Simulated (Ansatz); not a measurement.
Reaction: C3H7Cl (SMILES ClC(C)C) → CH3 (SMILES [CH3], doublet) + C2H4Cl (SMILES C[CH]Cl, doublet) (the C-C bond breaks)
Each species at its own B3LYP-D3(BJ)/def2-TZVP minimum (Ansatz, a quantum-chemistry and plane-wave program).

Total energies in hartree (Ansatz). Open shells are spin-unrestricted; no spin-orbit coupling. Correlated methods leave the cores frozen. No relativity.

```tsv
species	HF/cc-pV(T+d)Z	CCSD(T)/cc-pV(T+d)Z	HF/cc-pV(Q+d)Z	CCSD(T)/cc-pV(Q+d)Z	CCSD(T)/cc-pV(D+d)Z	CCSDT(Q)/cc-pV(D+d)Z
1: C3H7Cl (2-chloropropane, SMILES CC(Cl)C)	-577.25060	-578.05548	-577.26180	-578.11493	-577.85077	-577.85283
2: CH3 (SMILES [CH3], doublet)	-39.57748	-39.76098	-39.58026	-39.77245	-39.71583	-39.71634
3: C2H4Cl (SMILES C[CH]Cl, doublet)	-537.57109	-538.14570	-537.57990	-538.19233	-537.98845	-537.99019
```

**Question.** Work out the bond dissociation energy (electronic) in kcal/mol: take Hartree-Fock from cc-pV(Q+d)Z, extrapolate the CCSD(T) correlation energy as X^-3 (X = 3, 4), and add CCSDT(Q) - CCSD(T) in cc-pV(D+d)Z. 1 hartree = 627.51 kcal/mol.

**Answer.** 
Species 1: correlation (64·(-0.85313) - 27·(-0.80488))/37 = -0.88834; step -0.00206; E1 = -577.26180 + (-0.88834) + (-0.00206) = -578.15220
Species 2: correlation (64·(-0.19219) - 27·(-0.18350))/37 = -0.19853; step -0.00051; E2 = -39.58026 + (-0.19853) + (-0.00051) = -39.77930
Species 3: correlation (64·(-0.61243) - 27·(-0.57461))/37 = -0.64003; step -0.00174; E3 = -537.57990 + (-0.64003) + (-0.00174) = -538.22167
-1·E1 +1·E2 +1·E3 = 0.15123 hartree = 94.9 kcal/mol.
